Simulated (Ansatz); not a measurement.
H₃ClO₂, closed shell: a pair in one relaxed arrangement.

in.yaml

```yaml
crystal:
  periodic: [false, false, false]
  atoms:
    - {symbol: Cl, position_ang: [-0.144518, 0.886302, -2.510961]}
    - {symbol: H, position_ang: [-0.142642, 0.324165, -1.342615]}
    - {symbol: O, position_ang: [-0.257298, -0.538029, 0.329944]}
    - {symbol: O, position_ang: [0.529858, 0.241001, 1.224561]}
    - {symbol: H, position_ang: [-1.129519, -0.487290, 0.742389]}
    - {symbol: H, position_ang: [1.144120, -0.426247, 1.556781]}
basis:
  gaussian: {orbitals: "def2-TZVPPD.json"}
hamiltonian: {xc: {name: revPBE}, dispersion: d4}
```

The basis file named in the input lies beside it (Basis Set Exchange, JSON).

Launched with

```bash
ansatz run in.yaml --threads 2 --pin off --events-out ev --progress --plain --max-ram 5222MiB
```

What Ansatz 0.2.0 printed:

```
Functional definition: revPBE
  name "revPBE"
  cite "Zhang & Yang, Phys. Rev. Lett. 80, 890 (1998) doi:10.1103/PhysRevLett.80.890"
  cite "Perdew, Burke & Ernzerhof, Phys. Rev. Lett. 77, 3865 (1996) doi:10.1103/PhysRevLett.77.3865"
  parameter kappa = 1.245
  parameter beta = 0.06672455060314922
  exchange = pbe_x(kappa = kappa, mu = beta*pi^2/3)
  correlation = pbe_c(beta = beta)
869 factors; their error is unknown
mean field evaluation 1: about -16658.5641 eV, gradient 4.6e1 eV
mean field evaluation 2: about -16650.9283 eV, gradient 8.0e1 eV
mean field evaluation 4: about -16662.1710 eV, gradient 2.4e0 eV
mean field evaluation 8: about -16662.1799 eV, gradient 1.7e-1 eV
mean field evaluation 16: about -16662.1624 eV, gradient 1.1e-4 eV
mean field -16662.16235208 eV, -612.3231724197 hartree, gradient 2.0e-5 eV, S^2 0.000000; 0 other end points of the search recorded, 0 dependent functions left out
reference -16662.16243210 eV, -612.3231753603 hartree; 18, 18 occupied and 164, 164 virtual orbitals, 869 factors
Total energy: -16662.33646096 eV, -612.3295708030 hartree
```

The lines “mean field evaluation” count trial sets of orbitals through the whole run, from several starts and some on an approximate energy, so they need not fall steadily or lie above the final value.

Hardware: 2 CPU threads of an Intel Xeon 6975P-C, shared host. Wall time about 0.95 s.
